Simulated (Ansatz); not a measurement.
CCSD(T) forces

SiH3O (SMILES [O-][SiH3]) (charge -1), closed shell, at a frame of a short PBE0-D4/def2-SVPD trajectory.

| atom | x (Å) | y (Å) | z (Å) |
| --- | --- | --- | --- |
| O1 | -1.4717 | 0.2317 | 0.8064 |
| Si2 | -0.0479 | 0.0300 | 0.0188 |
| H3 | -0.2512 | 0.1656 | -1.6150 |
| H4 | 0.6116 | -1.3643 | 0.3938 |
| H5 | 1.1623 | 0.9697 | 0.3805 |

Ansatz 0.2.0; basis: def2-TZVPPD; cores frozen in the correlated methods.

CCSD(T) forces from the calculation:
```csv
atom,Fx,Fy,Fz (eV/Å)
O1,2.147,-0.068,-1.126
Si2,-1.857,-0.072,0.720
H3,0.593,-0.269,1.458
H4,-0.242,0.727,-0.669
H5,-0.641,-0.317,-0.384
```

Which atom feels the largest CCSD(T) force, and how large is it?

O1, 2.42 eV/Å, along (0.89, -0.03, -0.46).

Root-mean-square difference of the force components from those of CCSD(T): PBE-D4 0.189; r2SCAN-D4 0.109; PBE0-D4 0.156; wB97M-V 0.114 eV/Å.

No T1 diagnostic of these runs exceeds 0.019.

For scale, one of the runs: CCSD(T)/def2-TZVPPD forces, 139 basis functions, launched by `ansatz run in.yaml --threads 2 --pin off --events-out ev --progress --plain --max-ram 3481MiB`. Hardware: 2 CPU threads of an Arm Neoverse V2, shared host. Wall time 32 s; peak host memory 1.3 GiB.
